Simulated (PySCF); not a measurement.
## Ionisation energy of Si by level of theory

Si [Ne] 3s2 3p2 (3P) → Si⁺ [Ne] 3s2 3p1 (2P), as a difference of total energies. Computed with PySCF 2.14 in jorge-DZP-DKH, with the spin-free X2C one-electron Hamiltonian (Gaussian nucleus). Correlated levels: valence: [Ne] frozen. The calculations carry no spin-orbit coupling.

Task: Order these methods by the ionisation energy they give, lowest first.
A. UHF
B. M06-L
C. SCS-MP2 (valence)
D. BP86

Result: A (7.621 eV), C (7.832 eV), B (8.044 eV), D (8.238 eV).

Errors of the correlated levels include the incompleteness of this basis and the frozen core.

For comparison: 8.157 eV (measured; NIST levels, between the centres of gravity of the two terms).
